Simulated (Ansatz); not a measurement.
1T (CdI2-type) TiTe2

These are PBE in Ansatz (plane waves, PAW) values and carry that method's errors.

Run with plane-wave cutoff 500 eV, 12×12×6 k mesh (along the axes of the cell as run), Fermi–Dirac smearing 0.05 eV, no spin polarisation, scalar-relativistic PAW data made under PBE.

Cell (relaxed at this level):

```
CELL_PARAMETERS angstrom
      3.77141     0.00000     0.00000
     -1.88571     3.26614     0.00000
      0.00000     0.00000     6.87083
ATOMIC_POSITIONS crystal
  Ti 0.00000 0.00000 0.00000
  Te 0.66667 0.33333 0.74842
  Te 0.33333 0.66667 0.25158
```

- band gap: none

Note: the cell comes from a level without a dispersion term, which matters for the spacing of layers, chains or molecules; the volume lies 5 % above that of the published cell; the cell has widely spaced layers and the level no dispersion term, so their spacing and the moduli can rest on weak binding.

Spin–orbit coupling is not included.

Computed values are for the static lattice.

The result took around 2.9 core-minutes (rough).

Ansatz is a first-principles code.
